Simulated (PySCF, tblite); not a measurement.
**Li+ and 4 × hydrogen fluoride**

A gas-phase complex of Li+ and 4 × hydrogen fluoride; charge +1, singlet. The structure comes from a short search (6 tight-binding starts) and was optimised by PBE0-D3(BJ)/def2-SVPD; another way of binding may lie lower.

This structure isn't a minimum: the optimisation stopped short of the minimum along a soft mode, which is imaginary here (148i cm⁻¹ by PBE0-D3(BJ)/def2-SVPD), and forces of up to 0.022 eV/Å are left. All values below rest on it.

```csv
part,name,SMILES,atoms,charge,multiplicity
1,Li+,[Li+],1,+1,1
2,hydrogen fluoride,F,2–3,0,1
3,hydrogen fluoride,F,4–5,0,1
4,hydrogen fluoride,F,6–7,0,1
5,hydrogen fluoride,F,8–9,0,1
```

Coordinates in Å:
```
Li1     0.483   -0.179    1.012
F2     -0.909   -1.472    0.957
H3     -1.196   -2.344    1.083
F4      1.619   -0.406    2.514
H5      2.030   -0.386    3.344
F6     -0.414    1.491    0.926
H7     -0.577    2.365    1.185
F8      1.568   -0.411   -0.528
H9      1.673   -0.281   -1.439
```

Contacts between parts, classed by geometry: Li1···F4 1.897 Å (ion contact); Li1···F6 1.898 Å (ion contact); Li1···F8 1.898 Å (ion contact); Li1···F2 1.901 Å (ion contact).

Interaction energies are complex less parts, with the parts frozen as they stand in it; counterpoise-corrected, in kcal/mol (PySCF).

**Question.** Give the interaction energy at each level run.

**Answer.** 
```
                  level  interaction  superposition error removed
wB97M-D3(BJ)/def2-TZVPD       -72.88                        -0.25
 PBE0-D3(BJ)/def2-TZVPD       -73.75                        -0.21
```

**Question.** What holds them together? Decompose the wB97M-D3(BJ)/def2-TZVPD energy: frozen parts, their antisymmetrised product, then relaxation.

**Answer.** electrostatic -64.1, Pauli repulsion +18.3, orbital relaxation -25.2, dispersion correction -2.1 kcal/mol, which sum to the value before the counterpoise correction; the Pauli term holds the exchange-correlation of the frozen density too. Of the attraction, 70 % is electrostatic, 28 % is orbital relaxation, 2 % is dispersion correction.

The parts were also relaxed and run alone, at the levels used for the complex: shieldings by PBE0/pcSseg-2.

Values alone: shielding of Li1 (ppm): 95.2; shielding of F4 (ppm): 410.9; shielding of F6 (ppm): 410.9.

**Question.** What does binding change?

**Answer.** 
| property | alone | in the complex | change |
| --- | --- | --- | --- |
| shielding of Li1 (ppm) | 95.2 | 93.2 | -2.0 |
| shielding of F4 (ppm) | 410.9 | 415.4 | +4.5 |
| shielding of F6 (ppm) | 410.9 | 414.0 | +3.2 |
